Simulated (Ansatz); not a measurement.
Gas-phase electronic energies from Ansatz, PBE0-D4/def2-TZVP geometries. CCSD(T)/CBS adds triple-zeta CCSD(T) − MP2 to the extrapolated MP2 energy (def2 sets, frozen cores). DFT in def2-TZVPP. One conformer a species, not always the lowest.

Consider the isomerisation: `OC1=CNC1` → `C=C(O)C=N`.

`OC1=CNC1`:

Cartesian coordinates in Å:
```
O -1.489 1.395 -0.144
C -0.511 0.470 -0.201
C -0.124 -0.421 -1.118
N 0.695 -1.191 -0.213
C 0.354 -0.189 0.840
H -1.282 2.032 0.545
H -0.364 -0.667 -2.143
H 1.683 -1.174 -0.451
H -0.176 -0.640 1.683
H 1.214 0.383 1.203
```

`C=C(O)C=N`:

Z-matrix (Å, degrees):
```
C
C 1 1.335
H 1 1.081 2 119.4
H 1 1.082 2 121.7 3 -180.0
O 2 1.340 1 123.8 3 -180.0
C 2 1.465 1 121.6 3 0.0
H 5 0.976 2 105.3 1 -180.0
N 6 1.268 2 117.7 1 180.0
H 6 1.093 2 117.1 1 -0.0
H 8 1.016 6 113.1 2 -180.0
```

| level | ΔE (eV) |
| --- | --- |
| CAM-B3LYP-D4 | -1.36 |
| CAM-B3LYP | -1.35 |

Question: What does CCSD(T)/CBS give? (An estimate is asked.)

Answer: Computed: -1.30 eV. The listed levels differ from it by -0.06, -0.05 eV.

Question: What do rigid-rotor, harmonic-oscillator terms from PBE0-D4/def2-TZVP frequencies (298.15 K, 1 bar) make of the CCSD(T)/CBS value? (Best estimate.)

Answer: The calculation gave: ΔZPE = -0.02 eV, ΔH = -1.31 eV, ΔS = 3 J/(mol·K), ΔG = -1.33 eV.

Largest T1 diagnostic among the species: 0.013.

At CCSD(T), def2-SVP lies −0.07 eV from the extrapolated value and def2-TZVPP −0.02 eV. In def2-TZVPP, CCSD(T) changes the Hartree–Fock value by +0.15 eV (the triples alone add −0.02 eV) and MP2 by +0.22 eV.
